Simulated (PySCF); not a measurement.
# Bond curve of OF⁺

Set-up: PySCF, no relativity, basis sets O def2-SVP, F def2-SVP. Energies in eV from O⁺ + F in their ground configurations at the same level. State: ³Σ⁻ (triplet), unpaired electrons π ↑↑.

All columns are PBE0. A positive dipole points towards F; it is taken about the centre of mass and depends on that origin.

```tsv
R (Å)	E (eV)	μ (D)	Mulliken charge on O (basis-dependent)	HOMO (eV)	LUMO (eV)	Mayer bond order	⟨S²⟩
1.042	-1.988	-0.16	0.57	-22.23	-14.93	1.62	2.01
1.090	-2.859	-0.35	0.61	-22.76	-15.46	1.61	2.01
1.138	-3.327	-0.53	0.64	-23.19	-15.91	1.61	2.01
1.175	-3.487	-0.66	0.66	-23.47	-16.21	1.61	2.01
1.211	-3.526	-0.80	0.68	-23.71	-16.47	1.60	2.01
1.247	-3.475	-0.93	0.69	-23.90	-16.70	1.60	2.01
1.296	-3.302	-1.10	0.71	-24.11	-16.95	1.59	2.01
1.356	-2.977	-1.30	0.72	-24.25	-17.20	1.57	2.01
1.429	-2.499	-1.53	0.74	-24.27	-17.40	1.52	2.02
1.526	-1.833	-1.82	0.75	-23.95	-17.47	1.37	2.07
```

A fit through these points gives, at Re = 1.207 Å, μ = -0.78 D and dμ/dR = -3.64 D/Å; the reduced mass is 8.684 u.

Question: How strong is the fundamental in the double-harmonic approximation, I = 42.26·(dμ/dR)²/μred km/mol?

Answer: I = 42.26·(-3.64)²/8.684 = 64.5 km/mol at PBE0.

For an ion De counts to the pair picked by the measured ionisation energies or electron affinities, which need not be the lowest pair at this level. The state is the lowest determinant that a PBE0 search found; another state may lie lower at other levels.
